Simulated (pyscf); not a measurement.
## Four-centre exchange: `[SiH3][Cl]` + `[ClH]` → `[SiH3][Cl]` + `[ClH]`

Gas phase, singlet surface, charge 0. Bonds broken: Si1–Cl2, Cl6–H7. Bonds formed: Si1–Cl6, Cl2–H7. Single points on ωB97X-D3(BJ)/def2-SVP structures (PySCF, gas phase). Correlated levels are frozen-core, on RHF or UHF. ΔMP2 is the change of the MP2 total energy from the triple- to the quadruple-zeta basis.

Transition state (Å):

```xyz
7

Si    -0.8727     0.4483    -0.9763
Cl    -2.4230    -1.3459    -1.5692
H     -0.4428     1.3660     0.1131
H     -1.8231     1.2899    -1.7524
H      0.2610    -0.0291    -1.7951
Cl    -0.6941    -1.2498     0.7729
H     -1.6820    -1.7641    -0.2876
```

One imaginary mode, 745i cm⁻¹; descent along it reached the two sides named.

```
bond     change  reactant side (Å)  saddle  product side
-------  ------  -----------------  ------  ------------
Si1–Cl2  breaks              2.085   2.444           3.6
Cl6–H7   breaks              1.288   1.538         2.472
Si1–Cl6   forms                3.6   2.444         2.085
Cl2–H7    forms              2.471   1.538         1.288
```

Electronic energies relative to the separated reactants (kJ/mol):

```
level                             barrier  reaction energy  reverse barrier
--------------------------------  -------  ---------------  ---------------
ωB97X-D3(BJ)/def2-TZVP              144.5              0.0            144.5
PBE/def2-TZVP                       114.5              0.0            114.5
r²SCAN/def2-TZVP                    126.9              0.0            126.9
B3LYP-D3(BJ)/def2-TZVP              138.0              0.0            138.0
PBE0-D3(BJ)/def2-TZVP               128.7              0.0            128.7
M06-2X/def2-TZVP                    146.9              0.0            146.9
ωB97M-D3(BJ)/def2-TZVP              148.5              0.0            148.5
HF/def2-TZVP                        234.3              0.0            234.3
MP2/def2-QZVPP                      147.9              0.0            147.9
CCSD/def2-TZVPP                     176.6              0.0            176.6
CCSD(T)/def2-TZVPP                  162.1              0.0            162.1
CCSD(T)/def2-TZVPP + ΔMP2(QZVPP)    158.3              0.0            158.3
```

With CCSD(T)/def2-TZVPP + ΔMP2(QZVPP) energies and thermal terms (ideal gas, 1 atm, RRHO with modes under 100 cm⁻¹ raised to 100, one conformer, R ln 2 for rigid chiral ones), in kJ/mol:

| T (K) | ΔH‡ | ΔG‡ | ΔH | ΔG |
|---|---|---|---|---|
| 298 | 152.3 | 190.6 | 0.0 | 0.0 |
| 600 | 152.7 | 229.4 | 0.0 | 0.0 |
| 900 | 154.7 | 267.3 | 0.0 | 0.0 |
| 1200 | 156.9 | 304.6 | 0.0 | 0.0 |

One saddle was located; it need not be the lowest between these sides. The CCSD(T) − MP2 part came from Ansatz, without density fitting, on the same reference.
